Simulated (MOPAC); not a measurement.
MOPAC input (AM1):

```
AM1 FORCE THERMO(298,298) PRECISE LET GEO-OK AUX(PRECISION=9) THREADS=1
CHF3

C     0.00060958 1    0.00144316 1    0.38701984 1
H     0.00238805 1    0.00565499 1    1.51666478 1
F     0.00596970 1    1.25815538 1   -0.15237423 1
F     1.08674372 1   -0.63528139 1   -0.14701606 1
F    -1.09341109 1   -0.62452587 1   -0.14362214 1
```

From the last part of the output:

```
     F    5   7.860660   0.794505   1.212791   1.212789   9.708322

          HEAT OF FORMATION =    -172.520692 KCALS/MOLE

          ZERO POINT ENERGY      16.101 KCAL/MOL

           NORMAL COORDINATE ANALYSIS (Total motion = 1 Angstrom)

   Root No.       1         2         3         4         5         6         7         8

                 1 E       1 E       1 A1      2 E       2 E       2 A1      3 E       3 E

                 432.1     432.1     611.0    1233.9    1233.9    1315.9    1500.6    1500.6

           1    0.0000    0.0000    0.2543   -0.0000    0.0000    0.3061   -0.0000    0.0000
           2   -0.0591   -0.1299    0.0000    0.0039   -0.0002    0.0000    0.3929   -0.0482
           3    0.1300   -0.0590   -0.0000    0.0002    0.0039   -0.0000    0.0471    0.4018
           4    0.0000    0.0000    0.2241   -0.0000    0.0000    0.2518    0.0000   -0.0000
           5   -0.0939   -0.2067    0.0000    0.8773   -0.0502    0.0000   -0.2860    0.0351
           6    0.2068   -0.0939   -0.0000    0.0497    0.8848   -0.0000   -0.0343   -0.2925
           7   -0.0150   -0.0329   -0.0576    0.0417   -0.0024   -0.0690    0.0570   -0.0070
           8   -0.0715   -0.1573   -0.1641   -0.0402    0.0023    0.1303   -0.1471    0.0180
           9   -0.2195    0.0997    0.0000    0.0004    0.0077    0.0000   -0.0010   -0.0086
          10   -0.0210    0.0294   -0.0576   -0.0229   -0.0352   -0.0690   -0.0344   -0.0470
          11    0.2201    0.0511    0.0820   -0.0055   -0.0206   -0.0651   -0.0503   -0.0561
          12   -0.0110   -0.1918    0.1421   -0.0223   -0.0273   -0.1128   -0.0736   -0.1076
          13    0.0360    0.0035   -0.0576   -0.0188    0.0376   -0.0690   -0.0226    0.0540
          14   -0.1063    0.1993    0.0820   -0.0032    0.0211   -0.0651   -0.0359    0.0667
          15    0.1373    0.1345   -0.1421    0.0191   -0.0297    0.1128    0.0466   -0.1223

   Root No.       9

                 3 A1

                3002.6

           1   -0.0679
           2   -0.0000
           3    0.0000
           4    0.9254
           5    0.0000
           6   -0.0000
           7   -0.0021
           8    0.0009
           9   -0.0000
          10   -0.0021
          11   -0.0004
          12   -0.0008
          13   -0.0021
          14   -0.0004
          15    0.0008

           MASS-WEIGHTED COORDINATE ANALYSIS (NORMAL COORDINATES)

   Root No.       1         2         3         4         5         6         7         8

                 1 E       1 E       1 A1      2 E       2 E       2 A1      3 E       3 E

                 432.1     432.1     611.0    1233.9    1233.9    1315.9    1500.6    1500.6

           1   -0.0000   -0.0000    0.5519   -0.0000    0.0000    0.6809   -0.0000    0.0000
           2    0.0876    0.2801    0.0000    0.0143   -0.0009    0.0000    0.8339   -0.0700
           3   -0.2801    0.0876   -0.0000    0.0009    0.0143   -0.0000    0.0700    0.8339
           4   -0.0000   -0.0000    0.1409   -0.0000    0.0000    0.1622    0.0000   -0.0000
           5    0.0403    0.1291    0.0000    0.9405   -0.0612    0.0000   -0.1758    0.0148
           6   -0.1291    0.0403   -0.0000    0.0612    0.9405   -0.0000   -0.0148   -0.1758
           7    0.0279    0.0893   -0.1571    0.1942   -0.0126   -0.1929    0.1521   -0.0128
           8    0.1333    0.4266   -0.4478   -0.1873    0.0122    0.3644   -0.3926    0.0329
           9    0.5949   -0.1859    0.0000    0.0023    0.0353    0.0000   -0.0019   -0.0224
          10    0.0634   -0.0688   -0.1571   -0.1080   -0.1618   -0.1929   -0.0871   -0.1253
          11   -0.5485   -0.2013    0.2239   -0.0266   -0.0951   -0.1822   -0.1284   -0.1507
          12   -0.0330    0.4959    0.3878   -0.1050   -0.1254   -0.3156   -0.1855   -0.2866
          13   -0.0913   -0.0205   -0.1571   -0.0861    0.1745   -0.1929   -0.0650    0.1381
          14    0.3362   -0.4778    0.2239   -0.0141    0.0977   -0.1822   -0.1015    0.1700
          15   -0.3095   -0.3888   -0.3878    0.0878   -0.1379    0.3156    0.1351   -0.3135

   Root No.       9

                 3 A1

                3002.6

           1   -0.2455
           2   -0.0000
           3    0.0000
           4    0.9692
           5    0.0000
           6   -0.0000
           7   -0.0094
           8    0.0041
           9   -0.0000
          10   -0.0094
          11   -0.0020
          12   -0.0035
          13   -0.0094
          14   -0.0020
          15    0.0035

          DESCRIPTION OF VIBRATIONS

 VIBRATION          2    1E          ATOM PAIR     ENERGY CONTRIBUTION    RADIAL
 FREQUENCY           432.11         C 1 -- F 5         +33.4% (100.7%)      0.1%
 TRANSITION DIPOLE   0.9024         C 1 -- H 2         +24.5% ( 86.3%)      0.0%
 TRAVEL (Ang.)       0.1700         C 1 -- F 4         +24.4% ( 86.2%)      1.5%
 REDUCED MASS        5.3994         C 1 -- F 3         +17.7% ( 73.4%)      9.6%
 EFFECTIVE MASS     19.5621
 FORCE CONSTANT      0.5940

 VIBRATION          3    1A1         ATOM PAIR     ENERGY CONTRIBUTION    RADIAL
 FREQUENCY           610.96         C 1 -- F 5         +26.9% (108.4%)      2.6%
 TRANSITION DIPOLE   1.7647         C 1 -- F 3         +26.9% (108.4%)      2.6%
 TRAVEL (Ang.)       0.1660         C 1 -- F 4         +26.9% (108.4%)      2.6%
 REDUCED MASS        4.0049         C 1 -- H 2         +19.3% ( 91.8%)    100.0%
 EFFECTIVE MASS     19.6942
 FORCE CONSTANT      0.8808

 VIBRATION          5    2E          ATOM PAIR     ENERGY CONTRIBUTION    RADIAL
 FREQUENCY          1233.89         C 1 -- H 2         +93.3% ( 90.9%)      0.0%
 TRANSITION DIPOLE   0.1394         C 1 -- F 5          +3.6% ( 17.8%)     87.1%
 TRAVEL (Ang.)       0.2450         C 1 -- F 4          +3.1% ( 16.5%)     87.0%
 REDUCED MASS        0.9108
 EFFECTIVE MASS      2.3663
 FORCE CONSTANT      0.8170

 VIBRATION          6    2A1         ATOM PAIR     ENERGY CONTRIBUTION    RADIAL
 FREQUENCY          1315.90         C 1 -- F 5         +29.0% ( 77.8%)     51.1%
 TRANSITION DIPOLE   2.0401         C 1 -- F 3         +29.0% ( 77.8%)     51.1%
 TRAVEL (Ang.)       0.1101         C 1 -- F 4         +29.0% ( 77.8%)     51.1%
 REDUCED MASS        4.2298         C 1 -- H 2         +13.1% ( 52.4%)    100.0%
 EFFECTIVE MASS     15.6537
 FORCE CONSTANT      4.3154

 VIBRATION          8    3E          ATOM PAIR     ENERGY CONTRIBUTION    RADIAL
 FREQUENCY          1500.63         C 1 -- F 5         +29.9% ( 86.7%)     83.6%
 TRANSITION DIPOLE   3.0387         C 1 -- F 4         +28.1% ( 84.1%)     75.1%
 TRAVEL (Ang.)       0.0827         C 1 -- H 2         +22.1% ( 74.5%)      0.0%
 REDUCED MASS        6.5739         C 1 -- F 3         +19.9% ( 70.6%)      1.3%
 EFFECTIVE MASS     13.3730
 FORCE CONSTANT      8.7222

 VIBRATION          9    3A1         ATOM PAIR     ENERGY CONTRIBUTION    RADIAL
 FREQUENCY          3002.64         C 1 -- H 2         +97.2% (100.0%)    100.0%
 TRANSITION DIPOLE   0.2775         C 1 -- F 3          +0.9% (  9.8%)     14.1%
 TRAVEL (Ang.)       0.1551         C 1 -- F 4          +0.9% (  9.8%)     14.1%
 REDUCED MASS        0.9331         C 1 -- F 5          +0.9% (  9.8%)     14.1%
 EFFECTIVE MASS      1.3623
 FORCE CONSTANT      4.9567

      SYMMETRY NUMBER FOR POINT-GROUP C3v =  3
```
